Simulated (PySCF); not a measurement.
## Stationary points of AlHF

Method: PBE0/[Al def2-TZVP, H def2-TZVP, F def2-TZVP], no relativity, density fitting, PySCF.

Relaxations began from a few typed shapes; open shells are unrestricted. The search is not exhaustive: other isomers or separated fragments can lie lower, and high-lying points may rest on an excited occupation.

(1) Order these stationary points by electronic energy, lowest first, in kJ/mol from the lowest minimum.
A. doublet Cs: Al–F 1.656 Å, Al–H 1.607 Å; F–Al–H 115.5°
B. doublet C∞v: Al–F 1.667 Å, Al–H 1.729 Å; F–Al–H 180.0°

(2) Which of them are minima?

## Answers

(1) A (0.0), B (101.0).

(2) By energy in kJ/mol, 0.0: minimum; 101.0: saddle point, 2 imaginary modes.
